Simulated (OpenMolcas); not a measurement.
# CH2O2 (formic acid): a line through the functionals

CH2O2 has 5 atoms, charge 0, and is taken as a singlet. As SMILES, `O=CO`. The coordinates come from a PBE0-D4/def2-TZVP relaxation. This is one conformer, not always the lowest.

The electronic atomisation energy y, in eV, basis cc-pVTZ; a is the functional's share of exact exchange. Programs: OpenMolcas 26.06.

```
functional     program     a  y (eV)
       PBE  OpenMolcas     0   22.65
    r2SCAN  OpenMolcas     0   21.84
     B3LYP  OpenMolcas   0.2   21.60
      PBE0  OpenMolcas  0.25       ?
     BHLYP  OpenMolcas   0.5   20.35
```

Problem. Fit y = c + s·a to the known rows and predict PBE0.

Solution. 
1. Means of the 4 rows: a = 0.1750, y = 21.610.
2. Σ(Δa)² = 0.1675, Σ(Δa·Δy) = -0.632, so the slope is -0.632/0.1675 = -3.7731.
3. Intercept: 21.610 − (-3.7731) × 0.1750 = 22.270. The largest residual of the fit is 0.43.
4. PBE0: 22.270 + (-3.7731) × 0.25 = 21.33 eV.

The run gave 21.69 eV, so the prediction is off by -0.36 eV, within the scatter of the fit. The rows mix families of semi-local functionals, which the line can't see.
